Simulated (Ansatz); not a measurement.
BH5S, SMILES `[BH3-][SH2+]` at its PBE0-D4/def2-TZVP geometry, where that method's forces vanish. The species carries charge 0 and has multiplicity 1.

```xyz
7

B    -0.6218   -0.0657   -0.5886
S     0.8964    0.5614    0.5080
H    -1.3986    0.8436   -0.4224
H    -0.9537   -1.1350   -0.1494
H    -0.1105   -0.0734   -1.6824
H     0.4744    0.3756    1.7726
H     1.7139   -0.5066    0.5621
```

Question: What forces (eV/Å) does r2SCAN-D4/def2-TZVPP give on these atoms in Ansatz 0.2.0? (Estimate.)

Answer: Computed: 
```
B1  -0.058 -0.035 -0.034
S2   0.023  0.064 -0.023
H3   0.029 -0.034 -0.013
H4   0.008  0.046 -0.026
H5  -0.024  0.004  0.040
H6   0.012 -0.023  0.027
H7   0.010 -0.022  0.028
```
